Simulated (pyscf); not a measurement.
PySCF, gas phase, ωB97X-D3(BJ)/def2-SVP geometries.

Estimate the classical barrier height and the reaction energy of `[CH3][CH2][O][Sb]([OH])[OH]` → `[OH][Sb]([OH])[OH]` + `[CH2]=[CH2]` at ωB97M-D3(BJ)/def2-TZVP. The step runs on the singlet surface, breaks C–O, C–H and forms H–O; take the reactant's lowest minimum found as zero.

ΔE‡ = 66.1 kcal/mol, ΔE = +16.5 kcal/mol. Zero-point energy shifts the barrier by -5.5 kcal/mol. It is an elimination, with an imaginary mode of 2021i cm⁻¹. On the product side the descent ends in a complex (not fully relaxed), 4.8 kcal/mol under the separated species and 54.3 kcal/mol under the saddle at ωB97X-D3(BJ)/def2-TZVP. At ωB97X-D3(BJ)/def2-TZVP the barrier from the zero used here is 69.5 kcal/mol. This is the saddle that the search found; another between the same sides may lie lower. Elements past Kr carry the def2 core potentials, without spin-orbit coupling.
